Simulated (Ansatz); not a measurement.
# AlBH₄O: how energies converge with the basis set

The task here is to estimate one member of a computed series from the others.

Method: one geometry, several basis sets; program: Ansatz 0.2.0, Gaussian basis.

Levels to be run: PBE0-D4/def2-SVP; ωB97M-V/def2-SVP; PBE0-D4/def2-QZVPP; ωB97M-V/def2-QZVPP; the functionals' def2-TZVPP values are taken from earlier runs.

**Structure used throughout**

The geometry comes from an earlier relaxation with PBE0-D4 in a triple-zeta def2 set; it is a stationary point, not always the lowest conformer.

SMILES `O[BH][AlH2]`, 7 atoms, charge 0, spin multiplicity 1.

Atoms are counted from 1 here; the program's logs count them from 0.

Bond lengths: O1–B2 1.358 Å, O1–H4 0.962 Å, B2–Al3 2.147 Å, B2–H5 1.212 Å, Al3–H6 1.595 Å, Al3–H7 1.595 Å. Angles: B2–O1–H4 113.8°, O1–B2–Al3 119.1°, O1–B2–H5 117.3°, Al3–B2–H5 123.6°, B2–Al3–H6 121.6°, B2–Al3–H7 121.6°, H6–Al3–H7 116.7°.

As a file:

```xyz
7
AlBH4O
O    -1.4092   -0.6988   -0.7118
B    -0.3719    0.1741   -0.6355
Al    0.9976    0.0293    1.0120
H    -1.9734   -0.5644   -1.4797
H    -0.2749    1.0005   -1.5169
H     0.7691    0.8443    2.3643
H     2.3238   -0.8530    0.9219
```

Set-up of the first run:

The input, in.yaml:

```yaml
crystal:
  periodic: [false, false, false]
  atoms:
    - {symbol: O, position_ang: [-1.409192, -0.698769, -0.711813]}
    - {symbol: B, position_ang: [-0.371868, 0.174097, -0.635478]}
    - {symbol: Al, position_ang: [0.997630, 0.029291, 1.011994]}
    - {symbol: H, position_ang: [-1.973427, -0.564400, -1.479691]}
    - {symbol: H, position_ang: [-0.274880, 1.000488, -1.516933]}
    - {symbol: H, position_ang: [0.769137, 0.844329, 2.364297]}
    - {symbol: H, position_ang: [2.323799, -0.853035, 0.921925]}
basis:
  gaussian: {orbitals: def2-SVP}
hamiltonian: {xc: pbe0, dispersion: d4}
output: {orbitals: {seedname: orbitals}}
```

Started as:

```
ansatz run in.yaml --threads 2 --pin off --events-out ev --progress --plain --max-ram 4352MiB
```

Steps of the session up to this table: PBE0-D4 in def2-SVP; ωB97M-V in def2-SVP; PBE0-D4 in def2-QZVPP; ωB97M-V in def2-QZVPP.

One table of the session follows, with a row left open; its other results are not shown here.

It belongs to the step «Functionals by basis». 

```
functional       basis  HOMO (eV)  LUMO (eV)
   PBE0-D4    def2-SVP      -6.92      -1.45
   PBE0-D4  def2-TZVPP      -7.00      -1.53
   PBE0-D4  def2-QZVPP      -7.02      -1.56
   ωB97M-V    def2-SVP      -9.00       0.23
   ωB97M-V  def2-TZVPP      -9.13       0.07
   ωB97M-V  def2-QZVPP          ?          ?
```

**Question.** Estimate the row for ωB97M-V, def2-QZVPP.

The run gave: HOMO (eV): -9.15; LUMO (eV): -0.10. In the column «HOMO (eV)» it is the lowest.
